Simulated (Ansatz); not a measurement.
The input, for Ansatz 0.2.0:

```yaml
crystal:
  periodic: [false, false, false]
  atoms:
    - {symbol: Si, position_ang: [0.000000, 0.030957, 0.632254]}
    - {symbol: O, position_ang: [0.000000, -0.098798, -1.012863]}
    - {symbol: H, position_ang: [0.000000, 0.705682, -1.539731]}
basis:
  gaussian: {orbitals: cc-pVDZ}
total_charge: 1
magnetization: {spin_polarized: true, initial_magnetization: 2}
correlation: {method: ccsdt_q, electrons: outside_noble_gas}
```

```sh
$ ansatz run in.yaml --threads 1 --pin off --events-out ev --progress --plain --max-ram 2560MiB --backend cpu
```

Log:

```
654 factors; integrals over basis functions are off by at most 1.7e-7 eV
mean field evaluation 1: about -9896.0027 eV, gradient 4.6e1 eV
mean field evaluation 2: about -9896.0536 eV, gradient 4.6e1 eV
mean field evaluation 4: about -9904.5717 eV, gradient 3.6e0 eV
mean field evaluation 8: about -9904.7517 eV, gradient 2.2e-1 eV
mean field evaluation 16: about -9904.7541 eV, gradient 1.5e-6 eV
mean field evaluation 32: about -9903.2052 eV, gradient 3.0e0 eV
mean field evaluation 64: about -9904.5710 eV, gradient 1.1e0 eV
mean field evaluation 96: about -9903.3224 eV, gradient 1.4e-1 eV
mean field evaluation 128: about -9903.3025 eV, gradient 1.3e0 eV
mean field evaluation 160: about -9903.8985 eV, gradient 5.9e0 eV
...
cycle  17  -6.76197235 eV  change    1.1e-5 eV  update   3.8e-5
cycle  18  -6.76200797 eV  change   -3.6e-5 eV  update   1.9e-5
cycle  19  -6.76201145 eV  change   -3.5e-6 eV  update   1.2e-5
cycle  20  -6.76201613 eV  change   -4.7e-6 eV  update   8.5e-6
cycle  21  -6.76201709 eV  change   -9.6e-7 eV  update   5.2e-6
cycle  22  -6.76201553 eV  change    1.6e-6 eV  update   2.9e-6
cycle  23  -6.76201426 eV  change    1.3e-6 eV  update   1.8e-6
cycle  24  -6.76201539 eV  change   -1.1e-6 eV  update   1.0e-6
cycle  25  -6.76201611 eV  change   -7.2e-7 eV  update   7.4e-7
cycle  26  -6.76201666 eV  change   -5.5e-7 eV  update   5.7e-7
perturbative correction -0.02785163 eV, -0.0010235286 hartree
Total energy: -9911.54398965 eV, -364.2425233339 hartree
```

For the same geometry and basis UCCSDTQ lies 7.0 meV higher.

Ran on 1 thread of AMD EPYC 7R13, shared host: 16 s wall, 0.24 GiB peak host memory.
